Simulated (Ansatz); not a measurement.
A made-up structure of CH2FMg (charge -1), singlet:

```
atom    x (Å)    y (Å)    z (Å)
  F1  -1.9335   1.0315   0.7245
  C2  -1.5192   0.0904  -0.1503
 Mg3   0.6046   0.0485   0.2620
  H4  -1.9352  -0.3526  -1.0838
  H5   1.5188   1.4600  -0.3576
```

It is relaxed with PBE-D4/def2-SVPD and then PBE0-D4/def2-TZVPD (Ansatz 0.2.0). Atoms count as bonded within 1.22 times the sum of their covalent radii (H–H: 0.88 Å). The end point is not checked to be a true minimum.

Does its bonding change? (A judgement: the text doesn't fix the answer.)

Computed: No: no bond forms or breaks.

Where it ends: The first stage lowers the energy by 1.34 eV in 9 steps. It ends as CH₂FMg ([F][CH][MgH]), total charge -1:
| atom | x (Å) | y (Å) | z (Å) |
| --- | --- | --- | --- |
| F1 | -2.4478 | 0.7397 | 0.7119 |
| C2 | -1.4796 | 0.3353 | -0.2399 |
| Mg3 | 0.5318 | 0.4624 | 0.0393 |
| H4 | -1.9656 | -0.4707 | -0.8154 |
| H5 | 2.0967 | 1.2111 | -0.3011 |

Labels in which every atom is bracketed show which atoms are joined, not bond orders.

For scale, one of the runs: PBE0-D4/def2-TZVPD relaxation, 130 basis functions, launched by `ansatz run in.yaml --threads 2 --pin off --events-out ev --progress --plain --max-ram 4352MiB`. The run took about 21 s on 2 CPU threads of an Arm Neoverse V1 (shared host).
